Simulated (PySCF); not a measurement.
# The bond of NaP+, level by level

One table from this session's results is given with a row withheld; the runs are named, their logs left out.

Computed with PySCF 2.14.0. Level: Na def2-SVP, P def2-SVP, no relativity.

Set-up of the first run:

Settings of the job:

```yaml
atoms: Na, P
charge: 1
basis: Na def2-SVP, P def2-SVP
Hamiltonian: no relativity
basis_functions: 33
electrons_treated: 25
masses_in_u: 22.9898, 30.9738
levels: PBE0, PBE, r²SCAN, PBEsol, BP86, M06, LC-ωPBE, HF, MP2, SCS-MP2, CCSD, CCSD(T)
grid: 80 radial by 434 angular points
occupations: held fixed by the projection of orbital angular momentum
dissociation_limit: Na+ + P, each in its ground configuration
starting_distance_in_angstrom: 2.740
values_of_2S_to_try: 1, 3
```

Among the steps run: Set-up; The PBE0 curve of the state that the search chose; Higher solutions at PBE0; PBE (GGA); r²SCAN (meta-GGA); PBEsol; BP86; M06 (hybrid meta-GGA); LC-ωPBE (range-separated hybrid); UHF (mean field); Correlated methods on the Hartree–Fock reference.

One of the session's tables, all rows but one given; the rest of the session is left out.

It belongs to the step «The curves together». Energy (eV) from each level's lowest point:

| R (Å) | UHF | UHF-MP2 | UHF-SCS-MP2 | UHF-CCSD | UHF-CCSD(T) |
| --- | --- | --- | --- | --- | --- |
| 2.694 | 0.147 | 0.138 | 0.141 | n/a | n/a |
| 2.820 | 0.070 | 0.063 | 0.066 | 0.062 | 0.061 |
| 2.945 | ? | ? | ? | ? | ? |
| 3.039 | 0.009 | 0.006 | 0.007 | 0.006 | 0.006 |
| 3.133 | 0.001 | 0.000 | 0.000 | 0.000 | 0.000 |
| 3.227 | 0.000 | 0.001 | 0.000 | 0.001 | 0.001 |
| 3.352 | 0.005 | 0.009 | 0.007 | 0.010 | 0.010 |
| 3.509 | 0.019 | 0.026 | 0.024 | 0.028 | 0.029 |
| 3.697 | 0.040 | 0.051 | 0.048 | 0.053 | 0.055 |
| 3.948 | 0.069 | 0.085 | 0.081 | n/a | n/a |

Estimate the missing values for R (Å) = 2.945.

Worked estimate for «UHF». A straight line through the neighbours (2.820, 0.070) and (3.039, 0.009) gives 0.070 + (0.009 − 0.070) × (2.945 − 2.820) / (3.039 − 2.820) = 0.035; a parabola fitted to 4 rows on both sides gives 0.025.

The run gave: UHF: 0.027; UHF-MP2: 0.022; UHF-SCS-MP2: 0.023; UHF-CCSD: 0.021; UHF-CCSD(T): 0.020. In «UHF» the line misses by +0.008 and the parabola by -0.002.

State 4 has its PBE0 minimum 1.38 eV higher. The other levels ran on the lowest alone.

To keep in mind: The bond is weak, and basis-set superposition, which was not computed, may be a sizeable part of it.
